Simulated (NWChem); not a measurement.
System: fluoromethane (CH3F); SMILES CF

NWChem input:

```
start job
memory heap 200 mb stack 900 mb global 1100 mb
geometry units angstroms noautoz
  C      0.000000     0.000000    -0.601791
  F      0.000000     0.000000     0.761623
  H      0.732586     0.732586    -0.979623
  H      0.268145    -1.000731    -0.979623
  H     -1.000731     0.268145    -0.979623
end
basis spherical
  * library def2-tzvpd
end
dft
  xc becke88 lyp
  iterations 150
  mulliken
end
task dft energy
```

Structure relaxed at the PBE0/def2-SVP level.

Question: Predict the main results of this run. (BLYP/def2-TZVPD.) Quantities: energy (Ha); highest occupied level (eV); orbital gap (eV); dipole (D).

Answer: 
| Quantity | Result |
|---|---|
| energy (Ha) | -139.77 |
| highest occupied level (eV) | -8.01 |
| orbital gap (eV) | 7.83 |
| dipole (D) | 1.64 |
